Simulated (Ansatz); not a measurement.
For zinc-blende MgS (metastable phase), B3LYP (VWN-RPA form) (Ansatz, a program for electronic structure, PAW) gives:

- lattice constant a: 5.701 Å
- bulk modulus: 56.6 GPa

**Question.** What does Hartree–Fock (Ansatz, plane waves, PAW) give for the same quantities?

**Answer.** 
- lattice constant a: 5.735 Å (rises by 0.6 %)
- bulk modulus: 59.2 GPa (rises by 4.6 %)

Changes are worked out from the printed values.

Unless a cell is named, each level is at its own relaxed cell (B3LYP (VWN-RPA form) 23.16, Hartree–Fock 23.58 Å³/atom).

Ansatz's density-functional and Hartree–Fock values are scalar-relativistic unless marked +SOC, with PAW data made under PBE.
